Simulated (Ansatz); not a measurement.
## Ni₅Pt₇Au₈: short dynamics, then relaxation

A packing of 20 atoms, thrown in at random and pushed apart as soft spheres with like charges further apart (8 Au, 5 Ni, 7 Pt) went through Langevin stages in a fixed cell of 15.69 Å³/atom, at one k point, without spin and with a Fermi–Dirac width of kT (0.05 eV at least). Computed with DFT PBE, scalar-relativistic, plane waves, PAW (Ansatz).

| thermostat (K) | duration (fs) | friction (1/fs) | cutoff (eV) | mean T (K) | mean P (GPa) | mean square displacement (Å²) |
| --- | --- | --- | --- | --- | --- | --- |
| 2440 | 72 | 0.030 | 320 | 1985 | 16.5 | 0.06 |
| 2440 | 225 | 0.030 | 420 | 2662 | 19.0 | 0.22 |
| 1760 | 174 | 0.030 | 420 | 1854 | 15.8 | 0.15 |
| 980 | 198 | 0.030 | 420 | 871 | 11.0 | 0.09 |
| 300 | 276 | 0.030 | 420 | 322 | 7.5 | 0.05 |

Means run over the second half of a stage; pressure includes the kinetic part; displacements count from the stage's start, the atoms' common shift taken off. In so short a run the atoms moved about a bond length or less in the hot stages, so this is an annealed packing, not a quenched equilibrium liquid.

Cell and atoms were then relaxed on coarser meshes and computed once more: Cutoff 420 eV; k points 3×4×4 on the computed 20-atom cell (Γ-centred); Gaussian smearing, width 0.10 eV; no spin polarisation.

Task: What structure is left?

Result: One draw of many: 15.83 Å³/atom with no gap on the mesh, 0.12 eV/atom above the elements' standard states (static lattices, no corrections for gases) (a random packing after short dynamics, relaxed).

Counting as bonded all pairs within 1.3 times the summed covalent radii:

```
atom → neighbour mean count mean length (Å) spread (Å)
         Au → Au        4.00             2.88        0.18
         Au → Ni        3.38             2.76        0.12
         Au → Pt        4.38             2.84        0.12
         Ni → Au        5.40             2.76        0.12
         Ni → Ni        3.20             2.73        0.15
         Ni → Pt        2.80             2.67        0.08
         Pt → Au        5.00             2.84        0.12
         Pt → Ni        2.00             2.67        0.08
         Pt → Pt        4.57             2.82        0.08
```

Angles between all pairs of such bonds at an atom (mean ± spread): 97 ± 36° at Au, 98 ± 36° at Ni, 98 ± 36° at Pt.

```xyz
20
Lattice="7.2435 -0.9161 -0.1633 -0.9397 7.3157 -0.2379 -0.2137 -0.1975 6.0875" Properties=species:S:1:pos:R:3 pbc="T T T"
Au    0.5367    4.2378    2.6836
Au    5.2377    3.3141    1.6073
Au    2.5558    0.5626    0.2116
Au    2.5883    5.9927    1.7010
Au    5.8382    4.3114    4.6355
Au    0.5413    1.5346    1.8693
Au    5.2009    6.0083    2.4466
Au    1.3984    4.9717    5.3093
Pt    4.2554    2.1529    5.2506
Pt    1.3927    2.2765    4.5113
Pt    2.5351    3.2675    0.9200
Pt    3.3208    4.0598    3.5247
Pt    0.5845    6.9582    3.4952
Pt    4.3909   -0.5575    4.6386
Pt    3.5030    1.3863    2.7508
Ni    6.8945   -0.3557    5.3207
Ni   -0.2197    3.3059    0.0531
Ni    6.0339    1.3345    3.6037
Ni    5.2777    0.6083    0.8966
Ni   -0.1755    6.1582    0.9847
```

The final mesh leaves forces up to 0.10 eV/Å and stresses up to 0.7 GPa: the relaxation ran on a coarser mesh, so the cell's shape, its bonds and its energy belong partly to that mesh.

The relaxation stopped before its thresholds.

The k mesh is coarse. Spin-orbit coupling is left out, which matters for the bands of heavy elements. Spin polarisation was left out, and a magnetic state may lie lower.

Cost: 6 runs of about 80 core-minutes in all (earlier runs that led there not counted), on Arm Neoverse V1 (shared hosts).